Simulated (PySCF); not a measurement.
Predicted microwave data (PySCF, PBE0-D3(BJ)/def2-TZVP geometry optimisation, gas phase) for one isomer of C4H5Cl:

- Rotational constants: A = 16320, B = 1493, C = 1392 MHz
- Dipole components: |μa| = 2.01 D, |μb| = 1.07 D, |μc| = 0.01 D
- Inertial defect: -6.32 u·Å²
- κ: -0.99

**Question.** Which candidate fits, each taken in the one conformer that was computed?
A. `[CH:1]#[C:2][CH2:3][CH2:4][Cl:5]` with C2–C3–C4–Cl5 180°
B. `[CH2:1]=[CH:2]/[CH:3]=[CH:4]/[Cl:5]` with C1–C2–C3–C4 180°
C. `[CH2:1]=[C:2]=[CH:3][CH2:4][Cl:5]` with C2–C3–C4–Cl5 -119° (4-chloro-1,2-butadiene)
D. `CC#CCCl` (1-chloro-2-butyne)
E. 3-chloro-1-butyne (`[C@@H](C#C)(C)Cl`)

**Answer.** D. It is CC#CCCl, a near-prolate asymmetric top. The candidates at the same level (rigid rotor, commonest isotopes):

```tsv
SMILES	A (MHz)	B (MHz)	C (MHz)	μa (D)	μb (D)	μc (D)	Δ (u·Å²)	point group	rotor
C=C/C=C/Cl	31310	1464	1398	1.25	0.46	0.00	0.00	Cs	near-prolate asymmetric top
C=C=CCCl	15788	1610	1565	1.75	0.92	0.52	-22.97	C1	near-prolate asymmetric top
C#CCCCl	26852	1505	1451	1.30	0.35	0.00	-6.28	Cs	near-prolate asymmetric top
CC#CCCl	16320	1493	1392	2.01	1.07	0.01	-6.32	–	near-prolate asymmetric top
C#C[C@H](C)Cl	5974	2991	2120	1.16	1.43	0.44	-15.21	C1	asymmetric top
```

`C=C=CCCl` has C 12 % too high; `C#CCCCl` has A 65 % too high; `C=C/C=C/Cl` has A 92 % too high; `C#C[C@H](C)Cl` has B 100 % too high. No structure here is proved a minimum.
